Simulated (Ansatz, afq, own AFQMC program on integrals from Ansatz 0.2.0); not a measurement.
AFQMC on a folder of integrals that Ansatz 0.2.0 wrote.

```yaml
crystal:
  periodic: [false, false, false]
  atoms:
    - {symbol: O, position_ang: [0.000000, 0.000000, -1.381133]}
    - {symbol: C, position_ang: [0.000000, 0.000000, -0.224433]}
    - {symbol: P, position_ang: [0.000000, 0.000000, 1.605567]}
basis:
  gaussian: {orbitals: cc-pVDZ}
magnetization: {spin_polarized: true, initial_magnetization: 1}
correlation: {method: ccsd_t, electrons: outside_noble_gas, hamiltonian_folder: ham}
```

```sh
$ ansatz run in.yaml --threads 1 --pin off --events-out ev --progress --plain --max-ram 1382MiB
```

afq runs on the folder ham with

```
--method phaseless --trial cisd --walkers 60 --populations 1 --least-time 40 --time-step 0.005 --steps-per-block 50 --equilibration-blocks 28 --max-blocks 300 --target-error 0.00046 --factor-cut 1e-05 --start spin_pure --seed 7214 --release-times 0.24,0.51,0.99,1.62,2.4 --release-step 0.03 --release-every 4 --taylor-order 6
```

Times are imaginary, in 1/Eh. The walk had a cap of 1937 s.

Log:

```
orbitals 39  electrons 8 7  factors 294 of 454
reference energy -453.42936828 Eh
CCSD correlation -0.41124130 Eh in 14 cycles, weight of the determinant in the CISD state 0.8316
energy of the start -453.838514 Eh
 block  time / (1/Eh)  mean weight  energy / Eh
     1     0.250  1.0019  -453.830251
     2     0.500  1.0030  -453.835534
     3     0.750  0.9958  -453.840583
     4     1.000  1.0015  -453.848704
     5     1.250  1.0011  -453.861036
     9     2.250  1.0005  -453.855067
    33     8.250  1.0031  -453.844570
    65    16.250  0.9985  -453.862250
    73    18.250  0.9987  -453.839833
    97    24.250  0.9980  -453.851464
   129    32.250  1.0008  -453.862843
   161    40.250  0.9980  -453.943274
   193    48.250  1.0030  -453.862716
   225    56.250  1.0010  -453.856047
   257    64.250  1.0026  -453.869940
   289    72.250  1.0010  -453.860469
   321    80.250  1.0007  -453.881896
blocks merged  error / Eh  count
     1  0.000777  300
     2  0.000935  150
     4  0.001045  75
     8  0.001292  37
    16  0.001378  18
    32  0.001214  9
released: time / (1/Eh)  energy / Eh  error  mean overlap
  0.24  -453.860905  0.001340  1.0055
  0.51  -453.860618  0.001013  1.0238
  0.99  -453.862781  0.001184  1.0025
  1.62  -453.864382  0.001543  0.9968
  2.40  -453.860621  0.002691  1.0294
energy -453.861473 +/- 0.001378 Eh
(rows thinned)
```

The run passed its tests (sampling time, drift between the halves within three errors, error under three times the target), which doesn't prove that it has relaxed.

Against this walk (error 37.5 meV) on the same determinant: CCSD(T) 47.9 meV higher (within the noise), CCSDT(Q) 47.1 meV lower (within the noise). The error is statistical and leaves out the bias of the constraint. Released to 2.40 1/Eh the energy moves by 23 ± 82 meV (both errors), within twice the noise.

Cautions: constraint bias not in the error; error above the target (37.5 against 12.5 meV).

The walk took 11 min on 1 thread of Intel(R) Xeon(R) 6975P-C (Granite Rapids) (shared host). The log's last line is the phaseless energy.

CCSDT and higher add their correlation energy to the determinant of the CCSD(T) run, since their own runs factorise the integrals more tightly (a shift of under 2 meV). A walk keeps the symmetry of its determinant, which the program's search chose and which needn't be the lowest solution, so a lower state of the same spin and another symmetry isn't excluded.
